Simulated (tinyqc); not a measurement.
CCSD on RHF in the sto-6g basis, frozen core, for BH3, spin multiplicity 1, step by step (part 1 of 2). Computed by tinyqc, a small Python program that keeps every step (integrals from PySCF). Settings: charge = 0, multiplicity = 1, basis = sto-6g, method = RHF, frozen orbitals = 1, energy threshold = 1e-10, iteration cap = 68, orthogonalisation = symmetric, start = atomic densities, DIIS depth = 6, amplitude equations = CCSD, DIIS depth for amplitudes = 0, cap on updates = 84. Command: `OMP_NUM_THREADS=1 python tinyqc.py 29437 29438 out.jsonl` (the two numbers bound the seeds that draw the settings). One thread of a shared host (Intel(R) Xeon(R) Processor @ 2.60GHz), about 0.4 s of CPU time with the checks. The early iterations of the SCF are left out here.

## One-electron integrals

Geometry (angstrom):
```
atom        x        y       z
B      0.0000   0.0000  0.0240
H      1.1730   0.0000  0.0000
H     -0.5870   1.0160  0.0000
H     -0.5870  -1.0160  0.0000
```

Basis sto-6g: exponents (1/bohr^2) and contraction coefficients of normalised primitives:
```
element  l (shell)  exponent  coefficient
B            s (1)  506.0111       0.0092
B            s (1)   92.7768       0.0494
B            s (1)   25.9557       0.1685
B            s (1)    8.9164       0.3706
B            s (1)    3.4625       0.4165
B            s (1)    1.4261       0.1303
B            s (2)   23.1946      -0.0133
B            s (2)    4.5908      -0.0470
B            s (2)    1.4268      -0.0338
B            s (2)    0.5489       0.2502
B            s (2)    0.2384       0.5951
B            s (2)    0.1093       0.2407
B            p (3)   23.1946       0.0038
B            p (3)    4.5908       0.0377
B            p (3)    1.4268       0.1739
B            p (3)    0.5489       0.4180
B            p (3)    0.2384       0.4259
B            p (3)    0.1093       0.1017
H            s (1)   35.5232       0.0092
H            s (1)    6.5131       0.0494
H            s (1)    1.8221       0.1685
H            s (1)    0.6260       0.3706
H            s (1)    0.2431       0.4165
H            s (1)    0.1001       0.1303
```

Overlap, kinetic and nuclear-attraction integrals over the contracted functions; the nuclear repulsion is the sum of Za Zb / Rab.

nuclear repulsion = 7.545302 hartree

overlap S:
```
         1B 1s   1B 2s   1B 2px   1B 2py   1B 2pz    2H 1s    3H 1s    4H 1s
1B 1s   1.0000  0.2649   0.0000   0.0000   0.0000   0.0717   0.0717   0.0717
1B 2s   0.2649  1.0000   0.0000   0.0000   0.0000   0.4849   0.4847   0.4847
1B 2px  0.0000  0.0000   1.0000   0.0000   0.0000   0.4937  -0.2469  -0.2469
1B 2py  0.0000  0.0000   0.0000   1.0000   0.0000   0.0000   0.4274  -0.4274
1B 2pz  0.0000  0.0000   0.0000   0.0000   1.0000  -0.0101  -0.0101  -0.0101
2H 1s   0.0717  0.4849   0.4937   0.0000  -0.0101   1.0000   0.1139   0.1139
3H 1s   0.0717  0.4847  -0.2469   0.4274  -0.0101   0.1139   1.0000   0.1139
4H 1s   0.0717  0.4847  -0.2469  -0.4274  -0.0101   0.1139   0.1139   1.0000
```

kinetic energy T (hartree):
```
          1B 1s    1B 2s   1B 2px   1B 2py   1B 2pz    2H 1s    3H 1s    4H 1s
1B 1s   10.9472  -0.3339   0.0000   0.0000   0.0000  -0.0104  -0.0104  -0.0104
1B 2s   -0.3339   0.3745   0.0000   0.0000   0.0000   0.0926   0.0925   0.0925
1B 2px   0.0000   0.0000   1.1250   0.0000   0.0000   0.2388  -0.1194  -0.1194
1B 2py   0.0000   0.0000   0.0000   1.1250   0.0000   0.0000   0.2066  -0.2066
1B 2pz   0.0000   0.0000   0.0000   0.0000   1.1250  -0.0049  -0.0049  -0.0049
2H 1s   -0.0104   0.0926   0.2388   0.0000  -0.0049   0.7685  -0.0118  -0.0118
3H 1s   -0.0104   0.0925  -0.1194   0.2066  -0.0049  -0.0118   0.7685  -0.0118
4H 1s   -0.0104   0.0925  -0.1194  -0.2066  -0.0049  -0.0118  -0.0118   0.7685
```

nuclear attraction V (hartree):
```
           1B 1s    1B 2s   1B 2px   1B 2py   1B 2pz    2H 1s    3H 1s    4H 1s
1B 1s   -24.7445  -3.1025   0.0000   0.0000   0.0012  -0.9273  -0.9265  -0.9265
1B 2s    -3.1025  -5.0518   0.0000   0.0000   0.0101  -2.1654  -2.1643  -2.1643
1B 2px    0.0000   0.0000  -5.1137   0.0000   0.0000  -2.0893   1.0448   1.0448
1B 2py    0.0000   0.0000   0.0000  -5.1135   0.0000   0.0000  -1.8084   1.8084
1B 2pz    0.0012   0.0101   0.0000   0.0000  -4.9278   0.0449   0.0449   0.0449
2H 1s    -0.9273  -2.1654  -2.0893   0.0000   0.0449  -3.9807  -0.4909  -0.4909
3H 1s    -0.9265  -2.1643   1.0448  -1.8084   0.0449  -0.4909  -3.9801  -0.4910
4H 1s    -0.9265  -2.1643   1.0448   1.8084   0.0449  -0.4909  -0.4910  -3.9801
```

core Hamiltonian H = T + V (hartree):
```
           1B 1s    1B 2s   1B 2px   1B 2py   1B 2pz    2H 1s    3H 1s    4H 1s
1B 1s   -13.7973  -3.4364   0.0000   0.0000   0.0012  -0.9378  -0.9370  -0.9370
1B 2s    -3.4364  -4.6773   0.0000   0.0000   0.0101  -2.0728  -2.0718  -2.0718
1B 2px    0.0000   0.0000  -3.9886   0.0000   0.0000  -1.8506   0.9255   0.9255
1B 2py    0.0000   0.0000   0.0000  -3.9884   0.0000   0.0000  -1.6018   1.6018
1B 2pz    0.0012   0.0101   0.0000   0.0000  -3.8027   0.0400   0.0400   0.0400
2H 1s    -0.9378  -2.0728  -1.8506   0.0000   0.0400  -3.2122  -0.5027  -0.5027
3H 1s    -0.9370  -2.0718   0.9255  -1.6018   0.0400  -0.5027  -3.2115  -0.5028
4H 1s    -0.9370  -2.0718   0.9255   1.6018   0.0400  -0.5027  -0.5028  -3.2115
```

## Two-electron integrals

Functions are numbered as in S; the eight-fold symmetry (ij|kl) = (ji|kl) = (kl|ij) leaves the list below.

Two-electron integrals (ij|kl) in chemists' order, unique and non-zero (hartree):
```
(11|11) 2.9250      (21|11) 0.4808      (21|21) 0.0995      (22|11) 0.7434
(22|21) 0.1890      (22|22) 0.5449      (31|31) 0.0211      (32|31) 0.0309
(32|32) 0.1204      (33|11) 0.7434      (33|21) 0.1890      (33|22) 0.5449
(33|33) 0.5871      (41|41) 0.0211      (42|41) 0.0309      (42|42) 0.1204
(43|43) 0.0316      (44|11) 0.7434      (44|21) 0.1890      (44|22) 0.5449
(44|33) 0.5238      (44|44) 0.5871      (51|51) 0.0211      (52|51) 0.0309
(52|52) 0.1204      (53|53) 0.0316      (54|54) 0.0316      (55|11) 0.7434
(55|21) 0.1890      (55|22) 0.5449      (55|33) 0.5238      (55|44) 0.5238
(55|55) 0.5871      (61|11) 0.1356      (61|21) 0.0271      (61|22) 0.0510
(61|31) 0.0021      (61|32) 0.0040      (61|33) 0.0515      (61|44) 0.0507
(61|51) -4.35e-05   (61|52) -8.22e-05   (61|53) -1.71e-05   (61|55) 0.0507
(61|61) 0.0077      (62|11) 0.2927      (62|21) 0.0755      (62|22) 0.2358
(62|31) 0.0088      (62|32) 0.0497      (62|33) 0.2485      (62|44) 0.2294
(62|51) -1.80e-04   (62|52) -0.0010     (62|53) -3.90e-04   (62|55) 0.2294
(62|61) 0.0218      (62|62) 0.1356      (63|11) 0.2642      (63|21) 0.0692
(63|22) 0.2277      (63|31) 0.0153      (63|32) 0.0808      (63|33) 0.2518
(63|44) 0.2156      (63|51) -1.43e-04   (63|52) -0.0009     (63|53) -0.0005
(63|55) 0.2156      (63|61) 0.0211      (63|62) 0.1536      (63|63) 0.1864
(64|41) 0.0083      (64|42) 0.0368      (64|43) 0.0096      (64|54) -1.96e-04
(64|64) 0.0159      (65|11) -0.0054     (65|21) -0.0014     (65|22) -0.0047
(65|31) -1.43e-04   (65|32) -0.0009     (65|33) -0.0048     (65|44) -0.0044
(65|51) 0.0084      (65|52) 0.0368      (65|53) 0.0096      (65|55) -0.0048
(65|61) -4.31e-04   (65|62) -0.0031     (65|63) -0.0035     (65|65) 0.0159
(66|11) 0.4434      (66|21) 0.1168      (66|22) 0.4089      (66|31) 0.0176
(66|32) 0.1276      (66|33) 0.4576      (66|44) 0.3845      (66|51) -3.60e-04
(66|52) -0.0026     (66|53) -0.0015     (66|55) 0.3845      (66|61) 0.0347
(66|62) 0.2924      (66|63) 0.3617      (66|65) -0.0074     (66|66) 0.7750
(71|11) 0.1355      (71|21) 0.0271      (71|22) 0.0509      (71|31) -0.0011
(71|32) -0.0020     (71|33) 0.0509      (71|41) 0.0018      (71|42) 0.0035
(71|43) -3.61e-04   (71|44) 0.0513      (71|51) -4.35e-05   (71|52) -8.21e-05
(71|53) 8.53e-06    (71|54) -1.48e-05   (71|55) 0.0507      (71|61) 0.0073
(71|62) 0.0197      (71|63) 0.0176      (71|64) 0.0009      (71|65) -3.91e-04
(71|66) 0.0302      (71|71) 0.0077      (72|11) 0.2926      (72|21) 0.0754
(72|22) 0.2357      (72|31) -0.0044     (72|32) -0.0249     (72|33) 0.2341
(72|41) 0.0076      (72|42) 0.0430      (72|43) -0.0083     (72|44) 0.2436
(72|51) -1.80e-04   (72|52) -0.0010     (72|53) 1.95e-04    (72|54) -3.38e-04
(72|55) 0.2293      (72|61) 0.0197      (72|62) 0.0926      (72|63) 0.0832
(72|64) 0.0111      (72|65) -0.0021     (72|66) 0.1549      (72|71) 0.0217
(72|72) 0.1355      (73|11) -0.1321     (73|21) -0.0346     (73|22) -0.1138
(73|31) 0.0101      (73|32) 0.0478      (73|33) -0.1195     (73|41) -0.0030
(73|42) -0.0191     (73|43) 0.0120      (73|44) -0.1142     (73|51) 7.14e-05
(73|52) 4.50e-04    (73|53) -2.83e-04   (73|54) 1.51e-04    (73|55) -0.1078
(73|61) -0.0080     (73|62) -0.0320     (73|63) -0.0201     (73|64) -0.0027
(73|65) 0.0007      (73|66) -0.0449     (73|71) -0.0105     (73|72) -0.0768
(73|73) 0.0585      (74|11) 0.2287      (74|21) 0.0599      (74|22) 0.1971
(74|31) -0.0030     (74|32) -0.0191     (74|33) 0.1903      (74|41) 0.0136
(74|42) 0.0698      (74|43) -0.0112     (74|44) 0.2142      (74|51) -1.24e-04
(74|52) -0.0008     (74|53) 1.51e-04    (74|54) -4.56e-04   (74|55) 0.1866
(74|61) 0.0157      (74|62) 0.0776      (74|63) 0.0694      (74|64) 0.0184
(74|65) -0.0017     (74|66) 0.1298      (74|71) 0.0182      (74|72) 0.1329
(74|73) -0.0738     (74|74) 0.1436      (75|11) -0.0054     (75|21) -0.0014
(75|22) -0.0047     (75|31) 7.14e-05    (75|32) 4.50e-04    (75|33) -0.0045
(75|41) -1.24e-04   (75|42) -0.0008     (75|43) 1.51e-04    (75|44) -0.0047
(75|51) 0.0083      (75|52) 0.0368      (75|53) -0.0048     (75|54) 0.0083
(75|55) -0.0048     (75|61) -3.91e-04   (75|62) -0.0021     (75|63) -0.0018
(75|64) -2.43e-04   (75|65) 0.0100      (75|66) -0.0037     (75|71) -4.31e-04
(75|72) -0.0031     (75|73) 0.0017      (75|74) -0.0030     (75|75) 0.0159
(76|11) 0.0664      (76|21) 0.0171      (76|22) 0.0539      (76|31) 0.0008
(76|32) 0.0048      (76|33) 0.0544      (76|41) 0.0015      (76|42) 0.0083
(76|43) 3.83e-04    (76|44) 0.0549      (76|51) -6.90e-05   (76|52) -3.90e-04
(76|53) -5.53e-05   (76|54) -9.59e-05   (76|55) 0.0524      (76|61) 0.0047
(76|62) 0.0268      (76|63) 0.0280      (76|64) 0.0029      (76|65) -0.0007
(76|66) 0.0525      (76|71) 0.0047      (76|72) 0.0268      (76|73) -0.0115
(76|74) 0.0257      (76|75) -0.0007     (76|76) 0.0065      (77|11) 0.4432
(77|21) 0.1167      (77|22) 0.4088      (77|31) -0.0088     (77|32) -0.0638
(77|33) 0.4027      (77|41) 0.0152      (77|42) 0.1105      (77|43) -0.0317
(77|44) 0.4392      (77|51) -3.60e-04   (77|52) -0.0026     (77|53) 0.0007
(77|54) -0.0013     (77|55) 0.3844      (77|61) 0.0303      (77|62) 0.1549
(77|63) 0.1348      (77|64) 0.0261      (77|65) -0.0037     (77|66) 0.2596
(77|71) 0.0346      (77|72) 0.2922      (77|73) -0.1809     (77|74) 0.3131
(77|75) -0.0074     (77|76) 0.0525      (77|77) 0.7750      (81|11) 0.1355
(81|21) 0.0271      (81|22) 0.0509      (81|31) -0.0011     (81|32) -0.0020
(81|33) 0.0509      (81|41) -0.0018     (81|42) -0.0035     (81|43) 3.61e-04
(81|44) 0.0513      (81|51) -4.35e-05   (81|52) -8.21e-05   (81|53) 8.53e-06
(81|54) 1.48e-05    (81|55) 0.0507      (81|61) 0.0073      (81|62) 0.0197
(81|63) 0.0176      (81|64) -0.0009     (81|65) -3.91e-04   (81|66) 0.0302
(81|71) 0.0073      (81|72) 0.0197      (81|73) -0.0096     (81|74) 0.0148
(81|75) -3.91e-04   (81|76) 0.0044      (81|77) 0.0302      (81|81) 0.0077
(82|11) 0.2926      (82|21) 0.0754      (82|22) 0.2357      (82|31) -0.0044
(82|32) -0.0249     (82|33) 0.2341      (82|41) -0.0076     (82|42) -0.0430
(82|43) 0.0083      (82|44) 0.2436      (82|51) -1.80e-04   (82|52) -0.0010
(82|53) 1.95e-04    (82|54) 3.38e-04    (82|55) 0.2293      (82|61) 0.0197
(82|62) 0.0926      (82|63) 0.0832      (82|64) -0.0111     (82|65) -0.0021
(82|66) 0.1549      (82|71) 0.0197      (82|72) 0.0926      (82|73) -0.0513
(82|74) 0.0665      (82|75) -0.0021     (82|76) 0.0200      (82|77) 0.1549
(82|81) 0.0217      (82|82) 0.1355      (83|11) -0.1321     (83|21) -0.0346
(83|22) -0.1138     (83|31) 0.0101      (83|32) 0.0478      (83|33) -0.1195
(83|41) 0.0030      (83|42) 0.0191      (83|43) -0.0120     (83|44) -0.1142
(83|51) 7.14e-05    (83|52) 4.50e-04    (83|53) -2.83e-04   (83|54) -1.51e-04
(83|55) -0.1078     (83|61) -0.0080     (83|62) -0.0320     (83|63) -0.0201
(83|64) 0.0027      (83|65) 0.0007      (83|66) -0.0449     (83|71) -0.0096
(83|72) -0.0513     (83|73) 0.0377      (83|74) -0.0361     (83|75) 0.0011
(83|76) -0.0086     (83|77) -0.0901     (83|81) -0.0105     (83|82) -0.0768
(83|83) 0.0585      (84|11) -0.2287     (84|21) -0.0599     (84|22) -0.1971
(84|31) 0.0030      (84|32) 0.0191      (84|33) -0.1903     (84|41) 0.0136
(84|42) 0.0698      (84|43) -0.0112     (84|44) -0.2142     (84|51) 1.24e-04
(84|52) 0.0008      (84|53) -1.51e-04   (84|54) -4.56e-04   (84|55) -0.1866
(84|61) -0.0157     (84|62) -0.0776     (84|63) -0.0694     (84|64) 0.0184
(84|65) 0.0017      (84|66) -0.1298     (84|71) -0.0148     (84|72) -0.0665
(84|73) 0.0361      (84|74) -0.0393     (84|75) 0.0015      (84|76) -0.0149
(84|77) -0.1037     (84|81) -0.0182     (84|82) -0.1329     (84|83) 0.0738
(84|84) 0.1436      (85|11) -0.0054     (85|21) -0.0014     (85|22) -0.0047
(85|31) 7.14e-05    (85|32) 4.50e-04    (85|33) -0.0045     (85|41) 1.24e-04
(85|42) 0.0008      (85|43) -1.51e-04   (85|44) -0.0047     (85|51) 0.0083
(85|52) 0.0368      (85|53) -0.0048     (85|54) -0.0083     (85|55) -0.0048
(85|61) -3.91e-04   (85|62) -0.0021     (85|63) -0.0018     (85|64) 2.43e-04
(85|65) 0.0100      (85|66) -0.0037     (85|71) -3.91e-04   (85|72) -0.0021
(85|73) 0.0011      (85|74) -0.0015     (85|75) 0.0100      (85|76) -4.90e-04
(85|77) -0.0037     (85|81) -4.31e-04   (85|82) -0.0031     (85|83) 0.0017
(85|84) 0.0030      (85|85) 0.0159      (86|11) 0.0664      (86|21) 0.0171
(86|22) 0.0539      (86|31) 0.0008      (86|32) 0.0048      (86|33) 0.0544
(86|41) -0.0015     (86|42) -0.0083     (86|43) -3.83e-04   (86|44) 0.0549
(86|51) -6.90e-05   (86|52) -3.90e-04   (86|53) -5.53e-05   (86|54) 9.59e-05
(86|55) 0.0524      (86|61) 0.0047      (86|62) 0.0268      (86|63) 0.0280
(86|64) -0.0029     (86|65) -0.0007     (86|66) 0.0525      (86|71) 0.0044
(86|72) 0.0200      (86|73) -0.0086     (86|74) 0.0149      (86|75) -4.90e-04
(86|76) 0.0052      (86|77) 0.0327      (86|81) 0.0047      (86|82) 0.0268
(86|83) -0.0115     (86|84) -0.0257     (86|85) -0.0007     (86|86) 0.0065
(87|11) 0.0664      (87|21) 0.0171      (87|22) 0.0539      (87|31) -0.0017
(87|32) -0.0095     (87|33) 0.0551      (87|44) 0.0542      (87|51) -6.90e-05
(87|52) -3.90e-04   (87|53) 1.11e-04    (87|55) 0.0524      (87|61) 0.0044
(87|62) 0.0200      (87|63) 0.0172      (87|65) -4.91e-04   (87|66) 0.0327
(87|71) 0.0047      (87|72) 0.0268      (87|73) -0.0165     (87|74) 0.0228
(87|75) -0.0007     (87|76) 0.0052      (87|77) 0.0525      (87|81) 0.0047
(87|82) 0.0268      (87|83) -0.0165     (87|84) -0.0228     (87|85) -0.0007
(87|86) 0.0052      (87|87) 0.0065      (88|11) 0.4432      (88|21) 0.1167
(88|22) 0.4088      (88|31) -0.0088     (88|32) -0.0638     (88|33) 0.4027
(88|41) -0.0152     (88|42) -0.1105     (88|43) 0.0317      (88|44) 0.4392
(88|51) -3.60e-04   (88|52) -0.0026     (88|53) 0.0007      (88|54) 0.0013
(88|55) 0.3844      (88|61) 0.0303      (88|62) 0.1549      (88|63) 0.1348
(88|64) -0.0261     (88|65) -0.0037     (88|66) 0.2596      (88|71) 0.0302
(88|72) 0.1549      (88|73) -0.0901     (88|74) 0.1037      (88|75) -0.0037
(88|76) 0.0327      (88|77) 0.2596      (88|81) 0.0346      (88|82) 0.2922
(88|83) -0.1809     (88|84) -0.3131     (88|85) -0.0074     (88|86) 0.0525
(88|87) 0.0525      (88|88) 0.7750
```

## Orthogonalisation

S = U s U^T; symmetric (Loewdin) form X = U s^(-1/2) U^T, so that X^T S X = 1.

eigenvalues of S: 0.2469  0.3357  0.3360  0.9489  1.0005  1.5501  1.5505  2.0314

X:
```
          1B 1s    1B 2s   1B 2px   1B 2py   1B 2pz    2H 1s    3H 1s    4H 1s
1B 1s    1.0318  -0.1756   0.0000   0.0000   0.0008   0.0245   0.0245   0.0245
1B 2s   -0.1756   1.4582   0.0001   0.0000  -0.0088  -0.3597  -0.3594  -0.3594
1B 2px   0.0000   0.0001   1.2213   0.0000   0.0000  -0.3751   0.1876   0.1876
1B 2py   0.0000   0.0000   0.0000   1.2210   0.0000   0.0000  -0.3246   0.3246
1B 2pz   0.0008  -0.0088   0.0000   0.0000   1.0002   0.0074   0.0073   0.0073
2H 1s    0.0245  -0.3597  -0.3751   0.0000   0.0074   1.2887  -0.0192  -0.0192
3H 1s    0.0245  -0.3594   0.1876  -0.3246   0.0073  -0.0192   1.2884  -0.0191
4H 1s    0.0245  -0.3594   0.1876   0.3246   0.0073  -0.0192  -0.0191   1.2884
```

## Iteration 8 (converged): orbitals

converged F (hartree):
```
          1B 1s    1B 2s   1B 2px   1B 2py   1B 2pz    2H 1s    3H 1s    4H 1s
1B 1s   -7.5213  -2.1136   0.0000   0.0000  -0.0004  -0.5789  -0.5784  -0.5784
1B 2s   -2.1136  -1.0624   0.0000   0.0000   0.0069  -0.5781  -0.5778  -0.5778
1B 2px   0.0000   0.0000  -0.2160   0.0000   0.0000  -0.4003   0.2002   0.2002
1B 2py   0.0000   0.0000   0.0000  -0.2158   0.0000   0.0000  -0.3465   0.3465
1B 2pz  -0.0004   0.0069   0.0000   0.0000   0.2334   0.0064   0.0064   0.0064
2H 1s   -0.5789  -0.5781  -0.4003   0.0000   0.0064  -0.4192  -0.1673  -0.1673
3H 1s   -0.5784  -0.5778   0.2002  -0.3465   0.0064  -0.1673  -0.4189  -0.1674
4H 1s   -0.5784  -0.5778   0.2002   0.3465   0.0064  -0.1673  -0.1674  -0.4189
```

Diagonalise F' = X^T F X, C = X C', fill 4 alpha and 4 beta electrons from the bottom; D = 2 C_occ C_occ^T. Each column has its largest component positive (the first on a tie).

F' = X^T F X (hartree):
```
         1        2        3        4        5        6        7        8
1  -7.3480  -1.1103   0.0000   0.0000   0.0000  -0.0925  -0.0923  -0.0923
2  -1.1103  -0.1022   0.0000   0.0000  -0.0052  -0.4163  -0.4161  -0.4161
3   0.0000   0.0000   0.1748   0.0000   0.0000  -0.5014   0.2507   0.2507
4   0.0000   0.0000   0.0000   0.1746   0.0000   0.0000  -0.4339   0.4339
5   0.0000  -0.0052   0.0000   0.0000   0.2337   0.0079   0.0079   0.0079
6  -0.0925  -0.4163  -0.5014   0.0000   0.0079   0.0622  -0.0508  -0.0508
7  -0.0923  -0.4161   0.2507  -0.4339   0.0079  -0.0508   0.0621  -0.0507
8  -0.0923  -0.4161   0.2507   0.4339   0.0079  -0.0508  -0.0507   0.0621
```

orbital energies (hartree): MO1 -7.5238, MO2 -0.6734, MO3 -0.4710, MO4 -0.4708, MO5 0.2334, MO6 0.7078, MO7 0.7581, MO8 0.7587

coefficients C:
```
            MO1      MO2      MO3      MO4      MO5      MO6      MO7      MO8
1B 1s    0.9942  -0.2200   0.0000   0.0000  -0.0077  -0.2456   0.0000  -0.0003
1B 2s    0.0248   0.5461  -0.0001   0.0000   0.0367   1.4983   0.0000   0.0019
1B 2px   0.0000   0.0001   0.5087   0.0000   0.0000  -0.0013   0.0000   1.2016
1B 2py   0.0000   0.0000   0.0000   0.5087   0.0000   0.0000   1.2011   0.0000
1B 2pz  -0.0001  -0.0039   0.0000   0.0000   0.9994  -0.0428   0.0000  -0.0001
2H 1s   -0.0044   0.2829   0.5152   0.0000  -0.0116  -0.7546   0.0000  -1.0085
3H 1s   -0.0044   0.2827  -0.2577   0.4463  -0.0115  -0.7559  -0.8723   0.5030
4H 1s   -0.0044   0.2827  -0.2577  -0.4463  -0.0115  -0.7559   0.8723   0.5030
```

D after iteration 8:
```
          1B 1s    1B 2s   1B 2px   1B 2py   1B 2pz    2H 1s    3H 1s    4H 1s
1B 1s    2.0737  -0.1909   0.0000   0.0000   0.0015  -0.1332  -0.1332  -0.1332
1B 2s   -0.1909   0.5977   0.0000   0.0000  -0.0043   0.3087   0.3086   0.3086
1B 2px   0.0000   0.0000   0.5175   0.0000   0.0000   0.5242  -0.2622  -0.2622
1B 2py   0.0000   0.0000   0.0000   0.5176   0.0000   0.0000   0.4541  -0.4541
1B 2pz   0.0015  -0.0043   0.0000   0.0000   0.0000  -0.0022  -0.0022  -0.0022
2H 1s   -0.1332   0.3087   0.5242   0.0000  -0.0022   0.6911  -0.1056  -0.1056
3H 1s   -0.1332   0.3086  -0.2622   0.4541  -0.0022  -0.1056   0.6912  -0.1057
4H 1s   -0.1332   0.3086  -0.2622  -0.4541  -0.0022  -0.1056  -0.1057   0.6912
```

## Convergence

Stop when the energy changes by less than 1e-10 hartree and every element of the error matrix X^T (F D S - S D F) X is below 3e-06.

Course of the cycle:
```
iteration  E (hartree)     change  largest element of the error matrix
1           -26.231189          -                             6.59e-01
2           -26.312402  -8.12e-02                             1.04e-01
3           -26.329430  -1.70e-02                             1.89e-02
4           -26.330265  -8.35e-04                             2.43e-03
5           -26.330278  -1.26e-05                             3.69e-05
6           -26.330278  -3.48e-09                             7.80e-06
7           -26.330278  -1.29e-10                             2.34e-08
8           -26.330278   7.11e-15                             2.87e-09
```

PySCF RHF in the same basis = -26.330278 hartree

Converged in 8 iterations.
